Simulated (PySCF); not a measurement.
**Electronic absorption of C5H7F**

Species: C5H7F.
SMILES: `F[C@H]1C=CCC1`

Computed, not measured: TDDFT PBE0/def2-SVPD, vertical, gas phase, core orbitals frozen in the response in PySCF. One conformer (not necessarily the lowest) at the PBE0-D3(BJ)/def2-SVP geometry, without solvent, vibrations or thermal averaging.

```csv
state,λ (nm),E (eV),f,|μ| (D),"main configurations (H = HOMO, L = LUMO)"
S1,178.3,6.95,0.215,2.86,H→L (86%)
S2,171.6,7.23,0.030,1.04,H→L+1 (90%)
S3,164.5,7.54,0.0079,0.53,"H-1→L (78%), H-2→L (17%)"
S4,160.7,7.71,0.0056,0.44,"H-2→L (76%), H-1→L (20%)"
S5,155.2,7.99,0.015,0.70,H→L+2 (97%)
S6,153.4,8.08,0.021,0.82,H→L+3 (93%)
S7,148.3,8.36,0.0099,0.56,"H-3→L (65%), H-4→L (26%)"
S8,143.4,8.64,0.023,0.83,"H→L+4 (72%), H→L+5 (18%)"
S9,142.1,8.73,0.0083,0.50,"H→L+5 (67%), H→L+4 (22%)"
S10,141.7,8.75,0.0044,0.37,"H-5→L (76%), H→L+5 (12%)"
```

Triplets, Tamm–Dancoff:

| state | E (eV) | λ (nm) | main configurations (H = HOMO, L = LUMO) |
| --- | --- | --- | --- |
| T1 | 4.22 | 293.7 | H→L (94%) |
| T2 | 7.08 | 175.2 | H→L+1 (95%) |
| T3 | 7.11 | 174.4 | H-2→L (48%), H-1→L (46%) |
| T4 | 7.49 | 165.5 | H-1→L (50%), H-2→L (45%) |

The lowest singlet lies at 6.95 eV (178 nm, vacuum ultraviolet) and is strong; its leading configuration is HOMO→LUMO (86%). The lowest level is also the most intense of those listed (f = 0.215). Löwdin shares by element: HOMO carbon 82% or more (atoms not listed hold the other 18%); LUMO carbon 76% or more (atoms not listed hold the other 24%). The oscillator strengths of these states sum to 0.339; summed over the whole spectrum of an exact calculation they would give the number of electrons, 46 (Thomas–Reiche–Kuhn). Of the 10 states listed, 5 reach f = 0.01 and none stays under 0.0005. The listed states span 1.79 eV, and the widest gap between neighbours is 0.31 eV (S2 to S3). All these states lie below the vertical ionisation energy of 9.75 eV (ΔSCF). Singlets were solved by full linear response, triplets in the Tamm–Dancoff approximation.
